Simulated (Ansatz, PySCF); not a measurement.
# Rock-salt MgS: properties by level of theory

Reference values: lattice constant a 5.188 Å (measured, corrected for zero-point motion; as tabulated in Goldzak et al. (2022), arXiv:2208.04865); bulk modulus 81 GPa (measured, corrected for zero-point motion; as tabulated in Goldzak et al. (2022), arXiv:2208.04865); cohesive energy 4.04 eV/atom (measured, corrected for zero-point motion; as tabulated in Goldzak et al. (2022), arXiv:2208.04865).

```json
[
 {"level (code)": "revPBE (Ansatz)", "lattice constant a (Å)": "5.270", "bulk modulus B0 (GPa)": "70.1", "cohesive energy (eV/atom)": "3.46"},
 {"level (code)": "RPBE (Ansatz)", "lattice constant a (Å)": "5.280", "bulk modulus B0 (GPa)": "69.4", "cohesive energy (eV/atom)": "3.43"},
 {"level (code)": "PBE-D3(BJ) (Ansatz)", "lattice constant a (Å)": "5.155", "bulk modulus B0 (GPa)": "81.0", "cohesive energy (eV/atom)": "4.08"},
 {"level (code)": "rVV10 (Ansatz)", "lattice constant a (Å)": "5.239", "bulk modulus B0 (GPa)": "74.1", "cohesive energy (eV/atom)": "3.81"},
 {"level (code)": "r²SCAN0 (Ansatz)", "lattice constant a (Å)": "5.185", "bulk modulus B0 (GPa)": "82.8", "cohesive energy (eV/atom)": "3.95"},
 {"level (code)": "CCSD(T) (PySCF)", "lattice constant a (Å)": "5.205", "bulk modulus B0 (GPa)": "81.1", "cohesive energy (eV/atom)": "4.10"}
]
```

Differences from the reference values (errors of the level alone only where the reference is corrected to a static lattice):

```tsv
level	lattice constant a (%)	bulk modulus (%)	cohesive energy (eV/atom)
revPBE	+1.58	-13.5	-0.58
RPBE	+1.77	-14.3	-0.61
PBE-D3(BJ)	-0.64	0.0	+0.04
rVV10	+0.98	-8.5	-0.23
r²SCAN0	-0.06	+2.2	-0.09
CCSD(T)	+0.33	+0.1	+0.06
```

Nearest: lattice constant a, not ranked (one source); bulk modulus, not ranked (one source); cohesive energy, PBE-D3(BJ) or CCSD(T) or r²SCAN0.

Ansatz's density-functional and Hartree–Fock values are scalar-relativistic unless marked +SOC, with PAW data made under PBE.

Differences are worked out from the printed values.

Free atoms are spin-polarised, in the lowest state found; at levels without +SOC their spin–orbit coupling is left out.

Computed values are for the static lattice.

Ansatz is a quantum-chemistry and plane-wave program.
